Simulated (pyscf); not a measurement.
This saddle point was located with ωB97X-D3(BJ)/def2-SVP in PySCF.

```xyz
4

In     0.3132     0.6302    -1.0839
H      1.9197     1.2172    -1.3627
Cl    -0.1132     0.0775     1.5134
H     -0.9606     0.0279     0.0069
```

Surface: singlet, charge 0. Lowest wavenumbers (cm⁻¹): 1180i, 242, 480, 565, 1555.

### Question
Name the species on either side of this saddle.

### Answer
InH [singlet] + hydrogen chloride (HCl) ⇌ Cl–InH₂, an insertion read from left to right: Cl–H broken and Cl–In, H–In formed. At CCSD(T)/def2-TZVPP + ΔMP2(QZVPP) it lies +68.0 kJ/mol from the left side and +190.4 kJ/mol from the right (each side as separated species at their lowest minima found). On the reactant side the descent ends in a complex, 22.0 kJ/mol under the separated species and 80.9 kJ/mol under the saddle at ωB97X-D3(BJ)/def2-TZVP. At ωB97X-D3(BJ) the barrier from the zero used here is 59.0 kJ/mol. This is the saddle that the search found; another between the same sides may lie lower. The CCSD(T) − MP2 part came from Ansatz, without density fitting, on the same reference. The frozen core leaves the outer d or s,p core shells of the metals and heavy elements correlated in the MP2 and CC values, and def2-TZVPP describes them poorly, which can shift differences by a few kcal/mol. Elements past Kr carry the def2 core potentials, without spin-orbit coupling.
